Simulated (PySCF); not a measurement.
Reproducing measurements on butane

**Measured values to compare with.**

From NIST CCCBDB Release 22 (SRD 101), experimental polarizabilities, for the gas: mean polarisability 8.02 Å³.

The runs below try to reproduce these values; the comparison stands at the end.

Compound: butane, C4H10.
Atom-mapped SMILES: `[CH3:1][CH2:2][CH2:3][CH3:4]` (hydrogens: H5, H6, H7 on C1; H8, H9 on C2; H10, H11 on C3; H12, H13, H14 on C4)

Cartesian coordinates in Å at the GFN2-xTB level; atoms count from 1:
```xyz
14
C4H10 angstrom
C      1.8727   -0.5147    0.3611
C      0.4398   -0.0636    0.6168
C     -0.4399   -0.2223   -0.6212
C     -1.8726    0.2288   -0.3641
H      2.3222    0.0730   -0.4368
H      2.4770   -0.3956    1.2576
H      1.8965   -1.5623    0.0680
H      0.4401    0.9844    0.9261
H      0.0160   -0.6507    1.4350
H     -0.4408   -1.2709   -0.9282
H     -0.0162    0.3626   -1.4411
H     -1.8972    1.2769   -0.0729
H     -2.4795    0.1071   -1.2586
H     -2.3187   -0.3581    0.4362
```

The PySCF runs (gas phase, on this GFN2-xTB geometry; no spin–orbit coupling):

```csv
level,job,basis functions
CAM-B3LYP/def2-SVPD,"8 singlets by full TDDFT, 3 Tamm–Dancoff triplets, polarisability",160
PBE0/def2-SVPD,"6 singlets by full TDDFT, 2 Tamm–Dancoff triplets, polarisability",160
```

**Comparison with experiment**

**Mean polarisability.** Measured: 8.02 Å³ (NIST CCCBDB Release 22 (SRD 101), experimental polarizabilities).

| level | computed (Å³) | computed − measured (Å³) | % (from the printed values) |
| --- | --- | --- | --- |
| CAM-B3LYP/def2-SVPD | 7.61 | -0.41 | -5 |
| PBE0/def2-SVPD | 7.64 | -0.38 | -5 |

Closest is PBE0/def2-SVPD (-0.38 Å³), furthest CAM-B3LYP/def2-SVPD (-0.41 Å³); one molecule doesn't rank methods. The computed values are static and purely electronic, with core orbitals frozen in the response (1 au = 0.148185 Å³). The table of measured values doesn't say here whether a value is static or optical, or holds a vibrational part. The measurement averages over conformers, the calculation has one.

The geometry is computed, not the measured one. Where a level misses, the cause wasn't examined.
